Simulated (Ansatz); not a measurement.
C4H6O2, SMILES `O=CCC1CO1`, relaxed with RKS PBE0-D4/def2-TZVP in Ansatz from a GFN2-xTB geometry. The force threshold is 0.005 eV/Å; the program also tests the step.

The species carries charge 0 and has multiplicity 1.

Start:

```xyz
12

O    -0.988   -0.999   -1.735
C    -1.422   -0.882   -0.626
C    -0.854    0.002    0.449
C     0.368    0.762   -0.017
C     1.704    0.174    0.090
O     1.275    1.187    0.955
H    -2.319   -1.442   -0.295
H    -0.604   -0.615    1.316
H    -1.636    0.698    0.769
H     0.185    1.471   -0.821
H     1.819   -0.808    0.536
H     2.472    0.453   -0.621
```

```
         step  energy (eV)  largest force (eV/Å)  largest move (Å)
            1   -8332.2560                 0.993             0.000
            2   -8332.2780                 0.528             0.026
            3   -8332.2808                 0.391             0.039
            4   -8332.2814                 0.348             0.059
            5   -8332.2839                 0.288             0.032
            6   -8332.2847                 0.172             0.065
            7   -8332.2867                 0.027             0.021
            8   -8332.2868                 0.030             0.008
            9   -8332.2870                 0.018             0.014
10 (rejected)   -8332.2869                 0.030             0.019
           11   -8332.2870                 0.012             0.009
12 (rejected)   -8332.2870                 0.041             0.008
           13   -8332.2871                 0.006             0.004
           14   -8332.2871                 0.005             0.009
           15   -8332.2871                 0.004             0.002
```

End:

```xyz
12

O    -1.104   -0.950   -1.767
C    -1.479   -0.866   -0.630
C    -0.824   -0.025    0.424
C     0.381    0.722   -0.057
C     1.727    0.198    0.124
O     1.232    1.239    0.953
H    -2.374   -1.429   -0.286
H    -0.564   -0.674    1.270
H    -1.583    0.666    0.814
H     0.211    1.397   -0.893
H     1.863   -0.763    0.616
H     2.514    0.485   -0.568
```

It took 29 s on 4 threads of a server CPU on a shared host, with 0.59 GiB of host memory at the peak.
